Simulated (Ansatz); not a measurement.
Geometry optimisation, RKS B3LYP-D4/def2-TZVP in Ansatz 0.2.0.

input.yaml

```yaml
crystal:
  periodic: [false, false, false]
  atoms:
    - { symbol: Al, position_ang: [0.080647, -0.213197, 0.182577] }
    - { symbol: H, position_ang: [0.487741, -0.848177, 1.530458] }
    - { symbol: "N", position_ang: [1.866085, 0.201245, -0.013086] }
    - { symbol: H, position_ang: [2.447943, -0.214063, 0.700573] }
    - { symbol: H, position_ang: [2.429562, 0.64117, -0.725782] }
    - { symbol: "N", position_ang: [-1.354439, 0.084237, -0.796719] }
    - { symbol: H, position_ang: [-2.293793, -0.157926, -0.522315] }
    - { symbol: H, position_ang: [-1.355846, 0.506711, -1.711506] }
basis:
  gaussian: { orbitals: def2-TZVP }
hamiltonian:
  xc: b3lyp
  dispersion: d4
relax:
  f_tol: 0.03
  max_steps: 50
output:
  orbitals: {}
```

Launched with:

```bash
$ ansatz run input.yaml --threads 4 --pin off --max-ram 5120MiB --backend cpu --events-out ev --progress --plain --runs-dir out
```

Task: Where does it end, and by what steps?

Result: The run converged. After 7 steps the energy has fallen by 0.625 eV; H2 moved furthest, 0.63 Å.

```
step  energy less start (eV)  largest force component (eV/Å)  accepted
   0                  0.0000                           2.338       yes
   1                 -0.3499                           1.408       yes
   2                 -0.5140                           0.802       yes
   3                 -0.6042                           0.427       yes
   4                 -0.6171                           0.311       yes
   5                 -0.6232                           0.143       yes
   6                 -0.6250                           0.050       yes
   7                 -0.6253                           0.001       yes
```

```xyz
8
Properties=species:S:1:pos:R:3
Al 0.183 -0.286 0.353
H -0.090 -1.031 1.711
N 1.837 0.179 -0.083
H 2.640 -0.006 0.497
H 2.122 0.657 -0.923
N -1.163 0.085 -0.739
H -2.122 -0.155 -0.544
H -1.099 0.556 -1.627
```

Whether the end is a true minimum wasn't checked by a vibrational analysis.

The run took 9.1 s on 4 threads of Arm Neoverse V1 (shared host), peak memory 0.21 GiB.
